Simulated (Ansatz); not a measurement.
## A relaxation, step by step

MgH$_{3}$SO (SMILES [OH2+][S][MgH]) (charge +1), singlet, BLYP-D4/6-31G (Ansatz 0.2.0). Settings:

```yaml
hamiltonian: {xc: {name: BLYP}, dispersion: d4}
relax: {f_tol: 0.05, max_steps: 80, max_displacement: 0.05}
```

Start (the SMILES describes the start alone):

| atom | x (Å) | y (Å) | z (Å) |
| --- | --- | --- | --- |
| O1 | -1.0295 | 0.1317 | -1.3157 |
| S2 | 0.6048 | -0.3574 | -0.4449 |
| Mg3 | 1.0079 | 0.3282 | 1.8596 |
| H4 | -1.5518 | -0.7893 | -1.5011 |
| H5 | -0.8122 | 0.5420 | -2.1417 |
| H6 | 1.6980 | -0.1066 | 3.2055 |

```json
{"step": "1", "energy less the last (meV)": "519.2", "largest force component (eV/Å)": "3.318"}
{"step": "2", "energy less the last (meV)": "263.6", "largest force component (eV/Å)": "1.410"}
{"step": "3", "energy less the last (meV)": "176.8", "largest force component (eV/Å)": "0.327"}
{"step": "4", "energy less the last (meV)": "144.8", "largest force component (eV/Å)": "0.183"}
{"step": "5", "energy less the last (meV)": "122.8", "largest force component (eV/Å)": "0.130"}
{"step": "6", "energy less the last (meV)": "101.8", "largest force component (eV/Å)": "0.114"}
{"step": "7", "energy less the last (meV)": "84.3", "largest force component (eV/Å)": "0.109"}
{"step": "8", "energy less the last (meV)": "69.0", "largest force component (eV/Å)": "0.093"}
{"step": "9", "energy less the last (meV)": "54.9", "largest force component (eV/Å)": "0.078"}
{"step": "10", "energy less the last (meV)": "43.4", "largest force component (eV/Å)": "0.074"}
{"step": "11", "energy less the last (meV)": "32.6", "largest force component (eV/Å)": "0.068"}
{"step": "12", "energy less the last (meV)": "23.1", "largest force component (eV/Å)": "0.061"}
{"step": "13", "energy less the last (meV)": "15.3", "largest force component (eV/Å)": "0.048"}
{"step": "14", "energy less the last (meV)": "9.1", "largest force component (eV/Å)": "0.041"}
{"step": "15", "energy less the last (meV)": "4.0", "largest force component (eV/Å)": "0.035"}
{"step": "16", "energy less the last (meV)": "0.0", "largest force component (eV/Å)": "0.031"}
```

Step 6, positions (Å) and forces (eV/Å):

| atom | x | y | z | Fx | Fy | Fz |
| --- | --- | --- | --- | --- | --- | --- |
| O1 | -1.002 | 0.066 | -1.314 | 0.046 | -0.012 | -0.025 |
| S2 | 0.750 | -0.475 | -0.596 | 0.020 | -0.032 | -0.101 |
| Mg3 | 0.943 | 0.271 | 1.840 | 0.028 | -0.114 | -0.003 |
| H4 | -1.590 | -0.719 | -1.471 | -0.003 | 0.032 | 0.034 |
| H5 | -0.892 | 0.627 | -2.128 | -0.028 | 0.024 | 0.087 |
| H6 | 1.709 | -0.022 | 3.331 | -0.064 | 0.104 | 0.009 |

Step 12, positions (Å) and forces (eV/Å):

```json
{"atom": "O1", "x": "-0.955", "y": "0.049", "z": "-1.235", "Fx": "0.014", "Fy": "0.021", "Fz": "-0.019"}
{"atom": "S2", "x": "0.844", "y": "-0.585", "z": "-0.767", "Fx": "-0.005", "Fy": "-0.008", "Fz": "-0.037"}
{"atom": "Mg3", "x": "1.035", "y": "0.066", "z": "1.711", "Fx": "0.042", "Fy": "-0.051", "Fz": "0.003"}
{"atom": "H4", "x": "-1.583", "y": "-0.695", "z": "-1.428", "Fx": "0.009", "Fy": "0.007", "Fz": "0.015"}
{"atom": "H5", "x": "-0.932", "y": "0.733", "z": "-1.955", "Fx": "-0.005", "Fy": "-0.012", "Fz": "0.061"}
{"atom": "H6", "x": "1.508", "y": "0.181", "z": "3.335", "Fx": "-0.054", "Fy": "0.044", "Fz": "-0.023"}
```

Step 15, positions (Å) and forces (eV/Å):

```tsv
atom	x	y	z	Fx	Fy	Fz
O1	-0.932	0.044	-1.192	0.013	0.005	0.002
S2	0.878	-0.625	-0.834	0.001	-0.007	-0.018
Mg3	1.094	-0.017	1.654	0.015	-0.014	0.000
H4	-1.574	-0.684	-1.396	0.003	0.005	0.010
H5	-0.939	0.770	-1.869	0.000	-0.003	0.035
H6	1.391	0.262	3.299	-0.033	0.015	-0.029
```

Last step (16):

O1  (-0.922, 0.042, -1.175)
S2  (0.890, -0.639, -0.855)
Mg3  (1.108, -0.036, 1.634)
H4  (-1.571, -0.680, -1.383)
H5  (-0.939, 0.781, -1.838)
H6  (1.351, 0.282, 3.279)
(Å)

Hardware: 2 CPU threads of an Arm Neoverse V2, shared host. Wall time about 13 s.
